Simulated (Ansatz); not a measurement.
Consider the hydrogen abstraction from a C–H bond: `CC(C)C` + `[OH]`• → `C[C](C)C`• + H₂O.

Computed with Ansatz on PBE0-D4/def2-TZVP structures; ΔE is electronic, products minus reactants. CCSD(T)/CBS adds triple-zeta CCSD(T) − MP2 to the extrapolated MP2 energy (def2 sets, frozen cores). This one scheme is used for every species. Functionals use def2-TZVPP. Open shells (•) are unrestricted, without spin–orbit coupling.

`CC(C)C`:

Z-matrix (Å, degrees):
```
C
C 1 1.522
H 1 1.093 2 111.4
H 1 1.093 2 111.4 3 120.6
H 1 1.095 2 110.6 3 -119.7
C 2 1.522 1 111.0 3 -178.3
C 2 1.522 1 111.0 3 57.8
H 2 1.098 1 107.9 3 -60.2
H 6 1.093 2 111.4 1 178.4
H 6 1.095 2 110.6 1 -61.9
H 6 1.093 2 111.4 1 57.8
H 7 1.093 2 111.4 1 -178.3
H 7 1.095 2 110.6 1 62.0
H 7 1.093 2 111.4 1 -57.7
```

`[OH]`•:

Cartesian coordinates in Å:
```
O 0.463 0.120 0.089
H -0.463 -0.120 -0.089
```

`C[C](C)C`•:

```xyz
13

C     0.774    0.969   -0.799
C     0.170   -0.083    0.058
C    -0.398   -1.291   -0.592
C    -0.306    0.288    1.414
H     1.423    1.636   -0.224
H     1.359    0.540   -1.617
H     0.004    1.608   -1.265
H    -0.521   -2.114    0.118
H    -1.397   -1.094   -1.018
H     0.228   -1.640   -1.418
H    -1.287    0.793    1.379
H     0.381    0.979    1.910
H    -0.432   -0.591    2.054
```

H₂O:

```xyz
3

O     0.286   -0.210    0.160
H     0.254    0.742    0.047
H    -0.540   -0.532   -0.207
```

```tsv
species	r2SCANh-D4 energy (Eh)
`CC(C)C`	-158.40546
`[OH]`•	-75.72736
`C[C](C)C`•	-157.75061
H₂O	-76.41866
```

Work out ΔE.

ΔE = (-157.75061) + (-76.41866) − (-158.40546) − (-75.72736) = -0.03645 Eh = -0.99 eV. CCSD(T)/CBS gives -0.93 eV.

What do rigid-rotor, harmonic-oscillator terms from PBE0-D4/def2-TZVP frequencies (298.15 K, 1 bar) make of the CCSD(T)/CBS value? (Best estimate.)

Computed: ΔZPE = -0.05 eV, ΔH = -0.95 eV, ΔS = 26 J/(mol·K), ΔG = -1.03 eV. Open shells count their whole term as degenerate.

Largest T1 diagnostic among the species: 0.011.

In def2-TZVPP, CCSD(T) changes the Hartree–Fock value by −0.46 eV (the triples alone add −0.03 eV) and MP2 by −0.60 eV. From r2SCAN to r2SCAN0 (25 % exact exchange), in def2-TZVPP and without D4, ΔE moves by +0.11 eV.
